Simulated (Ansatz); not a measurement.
**SiHS (sextet): from Hartree-Fock to the top rungs, cc-pVTZ**

The task here is to estimate one member of a computed series from the others.

Program: Ansatz 0.2.0, Gaussian basis. Level of theory: cc-pVTZ, core rule «outside noble gas», up to 10 orbitals frozen. These are calculated values, not measurements.

The runs, in order: UHF; CCSD(T) on ROHF; CCSD(T) on UHF; BCCD(T) on ROHF; CCSDT(Q) on ROHF; CCSDT(Q) on UHF; CASSCF and MRCISD+Q, 11 electrons in 9 orbitals; CASSCF and NEVPT4(SD), 11 electrons in 9 orbitals; CASSCF and NEVPT2, 11 electrons in 9 orbitals.

7 further runs of the same task are left out: 4 for a known fault of the program, 3 set aside as unsound or not needed.

## The system

The geometry is a PBE0/def2-TZVP stationary point (not a proven minimum) of the parent state, kept for this charge and spin.

3 atoms, charge 0, spin multiplicity 6.

Atoms are counted from 1 here; the program's logs count them from 0.

Bond lengths: Si1–S2 2.172 Å, Si1–H3 1.496 Å. Angles: S2–Si1–H3 117.1°.

Set-up of the first run:

Input file in.yaml:

```yaml
crystal:
  periodic: [false, false, false]
  atoms:
    - {symbol: Si, position_ang: [0.000000, -0.094141, 1.124038]}
    - {symbol: S, position_ang: [0.000000, 0.044996, -1.043902]}
    - {symbol: H, position_ang: [0.000000, 1.191747, 1.888549]}
basis:
  gaussian: {orbitals: cc-pVTZ}
magnetization: {spin_polarized: true, initial_magnetization: 5}
hamiltonian: {xc: hf}
output: {orbitals: {seedname: orbitals}}
```

Started as:

```bash
$ ansatz run in.yaml --threads 1 --pin off --events-out ev --progress --plain --max-ram 4096MiB --backend cpu
```

Steps of the session up to this table: UHF; CCSD(T) on ROHF; CCSD(T) on UHF; BCCD(T) on ROHF; CCSDT(Q) on ROHF; CCSDT(Q) on UHF; CASSCF and MRCISD+Q, 11 electrons in 9 orbitals; CASSCF and NEVPT4(SD), 11 electrons in 9 orbitals; CASSCF and NEVPT2, 11 electrons in 9 orbitals.

One of the session's tables, all rows but one given; the rest of the session is left out.

```
            method  from UCCSDT(Q) (meV)
              ROHF               +6968.1
               UHF               +6767.7
              RMP2               +1299.8
              UMP2               +1361.0
             RCCSD                +332.4
             UCCSD                +324.0
          RCCSD(T)                 +60.1
          UCCSD(T)                 +58.0
           BCCD(T)                 +59.8
            RCCSDT                     ?
            UCCSDT                 +11.9
         RCCSDT(Q)                  +3.8
         UCCSDT(Q)                     0
    CASSCF valence               +6483.3
    NEVPT2 valence               +1633.8
NEVPT4(SD) valence                +251.2
    MRCISD valence                +762.9
  MRCISD+Q valence                +153.8
```

**Question.** Estimate the row for RCCSDT.

The run gave: from UCCSDT(Q) (meV): +15.6. In the column «from UCCSDT(Q) (meV)» it lies between UCCSDT (+11.9) and UCCSD(T) (+58.0).

Some runs used a GPU and others CPU threads alone; cost is compared among the GPU runs only.

Among the levels timed on like hardware and quicker than the yardstick, those that no quicker one beats, quickest first: NEVPT4(SD) valence (5 s, +251.2 meV); BCCD(T) (7.5 s, +59.8 meV).

Caveats from the session: Of the multireference levels listed MRCISD+Q valence comes nearest in total energy (+153.8 meV), which doesn't show that its space is the better one. Restricted and unrestricted rows rest on different reference determinants; where their highest levels disagree by more than a few hundredths of an eV, they describe different states and don't form one ladder.
